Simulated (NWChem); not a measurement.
Species: hydrogen isocyanide (CHN); SMILES [C-]#[NH+]

Computed with NWChem. Pople sets run with spherical d functions. All runs use the structure optimised with PBE-D3(BJ)/def2-SVP. B3LYP is NWChem's, with the RPA form of VWN correlation. Vertical excitations in the gas phase; the lowest state need not have the same character in each row.

```json
[
 {"level": "PBE/6-31+G*, TDA", "lowest excitation, singlet (eV)": "7.45", "lowest state with f > 0.02, singlet (eV)": "7.45", "orbital gap (eV)": "6.69"},
 {"level": "B3LYP/6-31+G*, TDA", "lowest excitation, singlet (eV)": "8.21", "lowest state with f > 0.02, singlet (eV)": "8.21", "orbital gap (eV)": "8.91"},
 {"level": "Hartree-Fock/6-31+G*, CIS", "lowest excitation, singlet (eV)": "8.13", "lowest state with f > 0.02, singlet (eV)": "8.90", "orbital gap (eV)": "15.31"},
 {"level": "LRC-wPBEh/6-31+G*, TDA", "lowest excitation, singlet (eV)": "8.31", "lowest state with f > 0.02, singlet (eV)": "8.44", "orbital gap (eV)": "12.74"}
]
```
